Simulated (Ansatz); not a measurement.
Energy needed to pull apart BClF (SMILES F[B]Cl), doublet, into free ground-state atoms, from the structure below (displaced at random from a GFN2-xTB minimum); no zero-point or spin–orbit terms; open-shell atoms are treated unrestricted, in their ground-state multiplicity.

F1  (0.522, 1.067, 0.410)
B2  (-0.403, 0.272, -0.173)
Cl3  (-0.196, -1.434, -0.188)
(Å)

Computed with Ansatz 0.2.0 (basis: def2-TZVPP); correlated methods freeze the cores; orbitals are unrestricted.

| method | atomization energy (kJ/mol) |
| --- | --- |
| SPW92 | ? |
| PBE-D4 | 1103 |
| r2SCAN-D4 | 1081 |
| PBE0-D4 | 1062 |
| HSE06-D4 | ? |
| wB97M-V | 1045 |
| HF | 793 |
| MP2 | 1075 |
| CCSD | 978 |
| CCSD(T) | 1003 |

(1) What does HSE06-D4 give? (An estimate is asked for; the value comes from the calculation.)

(2) What does SPW92 give? (An estimate is asked for; the value comes from the calculation.)

No T1 diagnostic of these runs exceeds 0.016. ⟨S²⟩ of the unrestricted Hartree–Fock references: 0.75 (a pure state has 0.75).

## Answers

(1) By the calculation: 1063 kJ/mol, which is about 60 kJ/mol more than CCSD(T)/def2-TZVPP.

(2) The calculation gives: 1246 kJ/mol, which is about 243 kJ/mol more than CCSD(T)/def2-TZVPP.

In triple zeta the MP2 and coupled-cluster atomization energies are still short of their basis limit by a few kcal/mol a bond, whereas those of the functionals are nearly converged, so these differences are not deviations from converged CCSD(T).

For scale, one of the runs: CCSD(T)/def2-TZVPP forces, 104 basis functions (an equivalent command: `ansatz run in.yaml --threads 4`). The run took 52 s on 4 CPU threads (shared host), with 1.2 GiB of host memory at its peak.
